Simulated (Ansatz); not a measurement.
1T (CdI2-type) PtS₂ was calculated with PBEsol in Ansatz (PAW).

Settings: plane-wave cutoff 520 eV, 12×12×8 k mesh (along the axes of the cell as run), Fermi–Dirac smearing 0.01 eV, scalar-relativistic PAW data made under PBE.

Starting structure:

```xyz
3
Lattice="3.5400 0.0000 0.0000 -1.7700 3.0657 0.0000 0.0000 0.0000 5.0400" Properties=species:S:1:pos:R:3 pbc="T T T"
Pt     0.0000     0.0000     0.0000
S      0.0000     2.0438     1.1592
S      1.7700     1.0219     3.8808
```

Task: Into what structure does the relaxation of cell and atoms lead at this level, with the symmetry of the start kept?

Result: The volume shrinks by 3.7 %; final space group P-3m1.
```xyz
3
Lattice="3.5717 0.0000 0.0000 -1.7858 3.0932 0.0000 0.0000 0.0000 4.7659" Properties=species:S:1:pos:R:3 pbc="T T T"
Pt     0.0000     0.0000     0.0000
S      0.0000     2.0621     1.1965
S      1.7858     1.0311     3.5694
```

Note: the cell comes from a level without a dispersion term, which matters for the spacing of layers, chains or molecules.

Ansatz is an electronic-structure program.
